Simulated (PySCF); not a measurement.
`Sc1sccc1`. The geometry is computed with GFN2-xTB (gas phase).

```
atom  x, y, z in Å
S1     2.6938   -0.0111   -0.0778
C2     0.9404    0.0568   -0.0132
C3     0.0849   -0.9708   -0.2706
C4    -1.2684   -0.5895   -0.1310
C5    -1.4207    0.7085    0.2276
S6     0.0927    1.5122    0.4059
H7     2.8893    1.2576    0.2763
H8     0.4133   -1.9552   -0.5483
H9    -2.0922   -1.2612   -0.2927
H10   -2.3242    1.2573    0.4013
```

Problem. Which two atoms are farthest apart?

Solution. H7···H9, 5.61 Å; the next longest distance is 5.21 Å.

Problem. What is the repulsion energy of the bare nuclei, Σ ZA·ZB/RAB?

Solution. 328.61 Eh over 45 pairs, with full nuclear charges and distances in bohr; the largest single term is 44.37 Eh (S1 with S6).

Problem. Work out the bond lengths S1–H7, C2–C3, C2–S6, C3–H8, C4–C5, C4–H9, C5–S6 in Å.

Solution. For S1–H7 the difference vector is (0.1955, 1.2687, 0.3541) Å, of length 1.3316 Å. S1–H7 1.332; C2–C3 1.362; C2–S6 1.736; C3–H8 1.074; C4–C5 1.355; C4–H9 1.075; C5–S6 1.723 Å.

Problem. Where is the centre of mass (commonest isotopes), and what is the radius of gyration?

Solution. Mass 115.975 u; centre at (0.586, 0.325, 0.070) Å; Rg = √(Σ m r²/M) = 1.770 Å. As Ia + Ib + Ic = 2 Σ m r², the three principal moments sum to 726.7 u·Å².

Problem. What are the angles C2–S1–H7, C4–C3–H8, C5–C4–H9, C4–C5–H10, C4–C5–S6, S6–C5–H10?

Solution. From the scalar product of the two bond vectors; for C2–S1–H7 it is -0.2338 Å² over 1.7559 × 1.3316 Å², cos θ = -0.1000. C2–S1–H7 95.7°; C4–C3–H8 124.4°; C5–C4–H9 123.5°; C4–C5–H10 128.9°; C4–C5–S6 112.1°; S6–C5–H10 119.0°.

Problem. Give the dihedral angles S6–C2–C3–H8, C4–C5–S6–C2, C3–C2–S6–C5, C3–C4–C5–S6.

Solution. S6–C2–C3–H8 180° (antiperiplanar); C4–C5–S6–C2 0° (synperiplanar); C3–C2–S6–C5 0° (synperiplanar); C3–C4–C5–S6 0° (synperiplanar). Dihedral signs follow IUPAC: positive where, seen along the central bond, the front bond turns clockwise onto the rear one.

Problem. How far apart are these pairs, which share no bond: C2···C4, C3···H10, S6···H10, H8···H9, H9···H10?

Solution. C2···C4 2.304 Å (2 bonds apart); C3···H10 3.350 Å (3 bonds apart); S6···H10 2.430 Å (2 bonds apart); H8···H9 2.612 Å (3 bonds apart); H9···H10 2.623 Å (3 bonds apart).

Problem. How far are the heavy atoms from their best plane (unweighted least squares)?

Solution. 0.000 Å rms; none is more than 0.001 Å off.

Problem. Write the matrix of distances between heavy atoms (Å, lower triangle).

Solution. 
```
S1    0.000
C2    1.756  0.000
C3    2.786  1.362  0.000
C4    4.005  2.304  1.413  0.000
C5    4.188  2.461  2.310  1.355  0.000
S6    3.053  1.736  2.574  2.561  1.723  0.000
```

Whether it is a minimum is left open (no frequencies). One conformer, not necessarily the lowest.
